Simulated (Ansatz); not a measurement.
**Solid bromine**

Calculation: PBE0-D3(BJ) in Ansatz (PAW).

Cell: relaxed at this level.

```yaml
lattice_energy: 52 kJ/mol
volume_per_molecule: 62.70 Å³
```

Computing time: very roughly 2.1 core-minutes.

Ansatz is a quantum-chemistry and plane-wave program.
